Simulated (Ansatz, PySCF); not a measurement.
This PySCF input computes a PBE/def2-TZVPD energy:

```python
from pyscf import gto, scf, dft

mol = gto.M(
    atom='''
    C    -0.08701136   -1.63727742    0.02176407
    C     0.65262971   -0.51621581    0.00122514
    C     0.01484235    0.73074242   -0.00951478
    H    -1.18730815   -1.67235484    0.03133492
    H     0.38144000   -2.62489794    0.03057446
    N    -0.38241372    1.83339395   -0.02039371
    ''',
    basis='def2-tzvpd',
    charge=-1,
    spin=0,
    verbose=4,
)

mf = dft.RKS(mol, xc='pbe').density_fit(auxbasis='def2-universal-jkfit')
mf.grids.level = 3
mf.conv_tol = 1e-9
mf.max_cycle = 100
mf.max_memory = 1500
mf.kernel()
if not mf.converged:
    mf = mf.newton()
    mf.kernel(mf.make_rdm1())
mf.analyze()
```

Q: Write an input for the same energy in Ansatz (a quantum-chemistry and plane-wave program) and say what it gives.

A: 
Ansatz 0.2 input:
```yaml
crystal:
  periodic: [false, false, false]
  atoms:
    - {symbol: C, position_ang: [-0.08701136, -1.63727742, 0.02176407]}
    - {symbol: C, position_ang: [0.65262971, -0.51621581, 0.00122514]}
    - {symbol: C, position_ang: [0.01484235, 0.73074242, -0.00951478]}
    - {symbol: H, position_ang: [-1.18730815, -1.67235484, 0.03133492]}
    - {symbol: H, position_ang: [0.38144000, -2.62489794, 0.03057446]}
    - {symbol: N, position_ang: [-0.38241372, 1.83339395, -0.02039371]}
basis:
  gaussian:
    orbitals: def2-TZVPD
hamiltonian:
  xc: {name: PBE}
total_charge: -1
output: {forces: true}
```
It gives -170.08021 Eh, and PySCF -170.08026 Eh, a difference of 0.05 mEh, from the treatment of integrals and grids.

It need not be the lowest isomer of its formula. Whether it binds its extra electron was not tested at this geometry.
